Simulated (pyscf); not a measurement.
Optimised with ωB97X-D3(BJ)/def2-SVP in PySCF.

Estimate the classical barrier height and the reaction energy of H₂N–GaH₂ + ammonia (NH₃) -> H₂N–GaH–NH₂ + hydrogen (H₂) at HF/def2-TZVP. The step runs on the singlet surface, breaks Ga–H, H–N and forms Ga–N, H–H; take the separated reactants as zero.

ΔE‡ = 35.1 kcal/mol, ΔE = -1.1 kcal/mol. ωB97M-D3(BJ)/def2-TZVP gives 22.6 kcal/mol and -2.6 kcal/mol. Zero-point energy shifts the barrier by -1.1 kcal/mol. It is a four-centre exchange, with an imaginary mode of 1406i cm⁻¹. On the reactant side the descent ends in an adduct with a Ga–N contact, 19.6 kcal/mol under the separated species and 40.4 kcal/mol under the saddle at ωB97X-D3(BJ)/def2-TZVP. What is counted as formed (Ga–N) is already present as a longer contact in the reactant adduct; forming that adduct is a step of its own. At the saddle there is also a short Ga–H contact that neither side keeps. The same reactants have a lower exit, to NH₃ + H₂N–GaH₂ (highest point, the separated products, at 0.0 kcal/mol at ωB97M-D3(BJ)/def2-TZVP, against +22.6 kcal/mol here). One saddle was located; it need not be the lowest between these sides. Elements up to Kr have no core potential and no relativistic terms here.
